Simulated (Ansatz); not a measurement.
**Al2O+ (doublet): from Hartree-Fock to the top rungs, def2-QZVPP**

The task here is to estimate one member of a computed series from the others.

Program: Ansatz 0.2.0, Gaussian basis. Level of theory: def2-QZVPP, core rule «outside noble gas», up to 11 orbitals frozen. These are calculated values, not measurements.

To be run: UHF; ROHF; CCSD(T) on UHF.

2 further runs of the same task are left out: 2 set aside as unsound or not needed.

### The system

The geometry is a PBE0/def2-TZVP stationary point (not a proven minimum) of the parent state, kept for this charge and spin.

3 atoms, charge 1, spin multiplicity 2.

Atoms are counted from 1 here; the program's logs count them from 0.

Bond lengths: Al1–O2 1.705 Å, O2–Al3 1.705 Å. Angles: Al1–O2–Al3 180.0°.

The first run:

Contents of in.yaml:

```yaml
crystal:
  periodic: [false, false, false]
  atoms:
    - {symbol: Al, position_ang: [0.000000, 0.000000, 1.704700]}
    - {symbol: O, position_ang: [0.000000, 0.000000, 0.000000]}
    - {symbol: Al, position_ang: [0.000000, 0.000000, -1.704700]}
basis:
  gaussian: {orbitals: "def2-QZVPP.json"}
total_charge: 1
magnetization: {spin_polarized: true, initial_magnetization: 1}
hamiltonian: {xc: hf}
output: {orbitals: {seedname: orbitals}}
```

The run is started by

```bash
$ ansatz run in.yaml --threads 1 --pin off --events-out ev --progress --plain --max-ram 2393MiB
```

Among the steps run: UHF; ROHF; CCSD(T) on UHF.

One of the session's tables, all rows but one given; the rest of the session is left out.

It belongs to the step «Misses and costs». 

```
  method  from UCCSD(T) (meV)
    ROHF             +10181.4
     UHF             +10126.1
    UMP2               +620.6
   UCCSD                    ?
UCCSD(T)                    0
```

Estimate the missing values for UCCSD.

**Answer.** from UCCSD(T) (meV): +495.5. In the column «from UCCSD(T) (meV)» it lies between UCCSD(T) (0) and UMP2 (+620.6).

The program flags UCCSD(T) as in doubt (see the logs), so the zero of the table is itself unsure.

Caveats from the session: The report flags that the cluster equations may have other roots. The program flags UCCSD(T) as in doubt, so the zero of the table is itself unsure. Warnings: coupled cluster took another determinant than the lowest.
